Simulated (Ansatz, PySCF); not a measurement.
System: ozone, O3 (charge 0, singlet). 
Structure (B3LYP-D3(BJ)/def2-TZVP (Ansatz, a program for electronic structure) minimum search):
```xyz
3

O     -0.0102     1.0756    -0.2169
O      0.0093     0.0011     0.4285
O      0.0009    -1.0767    -0.2116
```

Dipole moments at this geometry, in debye (magnitudes). The program attaches cautions to the CCSD(T)/aug-cc-pVDZ run: large difference.

| level | program | dipole (D) |
|---|---|---|
| BP86/def2-TZVPD | PySCF | 0.64 |
| M06-L/def2-TZVPD | PySCF | 0.65 |
| r2SCAN/def2-TZVPD | Ansatz | 0.65 |
| B97M-V/def2-TZVPD | Ansatz | 0.65 |
| PBE0/def2-TZVPD | PySCF | ? |
| BHLYP/def2-TZVPD | Ansatz | 0.70 |
| MN15/def2-TZVPD | PySCF | 0.69 |
| wB97M-V/def2-TZVPD | Ansatz | 0.69 |
| wB97X-V/def2-TZVPD | Ansatz | 0.70 |
| CCSD(T)/aug-cc-pVDZ | Ansatz | ? |

Task: Complete the blanks.

Result: 
- PBE0/def2-TZVPD, dipole (D): 0.66
- CCSD(T)/aug-cc-pVDZ, dipole (D): 0.56

Measured: 0.53 D (NIST CCCBDB, as tabulated in the package chemicals), a vibrational average. This is an older compilation, not checked against later work.
